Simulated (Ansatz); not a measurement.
Species: trans-ethylamine, C$_{2}$H$_{7}$N (charge 0, singlet). 
Structure (B3LYP-D3(BJ)/def2-TZVP (Ansatz, a program for electronic structure) minimum search):
SMILES: CCN
```xyz
10

C      1.2101    -0.3675    -0.0020
C      0.0059     0.5734    -0.0002
N     -1.3057    -0.0740     0.0024
H      2.1508     0.1897    -0.0039
H      1.2028    -1.0109     0.8816
H      1.1996    -1.0116    -0.8851
H      0.0502     1.2284    -0.8744
H      0.0533     1.2290     0.8732
H     -1.4054    -0.6706     0.8165
H     -1.4083    -0.6712    -0.8110
```
Charge 0, spin multiplicity 1.

Parts of the frozen-core correlation energy in cc-pVDZ (Ansatz, hartree). Frozen orbitals: 3; correlated occupied orbitals by spin: 10 and 10; virtual: 64 and 64. No spin-orbit coupling. No relativistic terms.

| term | value |
|---|---|
| reference (HF) | -134.26233 |
| MP2 opposite-spin | -0.36145 |
| MP2 same-spin | -0.10705 |
| CCSD correlation | -0.51184 |
| (T) | -0.01337 |
| T1 diagnostic | 0.007 |
| largest doubles amplitude | 0.021 |
